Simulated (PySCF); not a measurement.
Molecule: SMILES FC([N+]#[C-])(F)F, C2F3N.

Geometry (Å), atoms numbered from 1 in this order:
```xyz
6

C     1.997   -0.587   -0.506
N     0.901   -0.262   -0.229
C    -0.409    0.120    0.103
F    -1.278   -0.671   -0.500
F    -0.585    0.034    1.409
F    -0.626    1.366   -0.278
```

Geometry PBE0-D3(BJ)/def2-SVP throughout; GIAO in PySCF, gas phase, one conformer, non-relativistic; equivalent atoms averaged; basis pcSseg-2.

**Question.** How do the shifts δ (against TMS, NH3, CFCl3 at the same level) depend on the functional? (ppm; last column core-seconds on shared hosts with different chips, so compare them loosely)

**Answer.** 
| functional | kind | C1 | C3 | N2 | F4/F5/F6 | core-s |
| --- | --- | --- | --- | --- | --- | --- |
| HF | Hartree–Fock | 202.8 | 101.7 | 187.8 | -28.8 | 12 |
| LDA | LDA | 195.7 | 124.3 | 216.5 | -73.5 | 25 |
| PBE | GGA | 184.6 | 121.2 | 204.7 | -74.2 | 31 |
| BLYP | GGA | 182.6 | 121.9 | 204.3 | -72.7 | 31 |
| BP86 | GGA | 183.1 | 121.0 | 202.4 | -74.5 | 29 |
| OPBE | GGA | 178.1 | 116.6 | 196.1 | -72.6 | 32 |
| KT2 | GGA | 167.9 | 116.4 | 191.4 | -82.7 | 16 |
| KT3 | GGA | 166.5 | 114.7 | 188.0 | -77.7 | 16 |
| B97-D | GGA | 176.6 | 118.1 | 194.3 | -71.7 | 14 |
| B3LYP | global hybrid | 190.0 | 118.6 | 202.1 | -60.2 | 12 |
| PBE0 | global hybrid | 192.5 | 117.3 | 201.3 | -59.0 | 11 |
| mPW1PW91 | global hybrid | 192.5 | 117.4 | 200.5 | -58.3 | 11 |
| WP04 | global hybrid | 189.0 | 119.9 | 187.0 | -55.4 | 24 |
| B97-2 | global hybrid | 186.5 | 116.0 | 195.1 | -59.9 | 24 |
| BHandHLYP | global hybrid | 197.7 | 112.8 | 197.9 | -45.6 | 23 |
| CAM-B3LYP | range-separated hybrid | 196.4 | 119.5 | 204.3 | -48.4 | 31 |
| wB97X-D | range-separated hybrid | 192.7 | 118.0 | 201.4 | -52.0 | 31 |
| LC-wPBE | range-separated hybrid | 203.7 | 121.7 | 202.5 | -37.5 | 39 |

**Question.** Which nucleus moves most, in ppm?

**Answer.** F4/F5/F6 (fluorine of a CF3 group): from -82.7 ppm with KT2 to -28.8 ppm with HF. The smallest spread is 22.7 ppm, at C3.
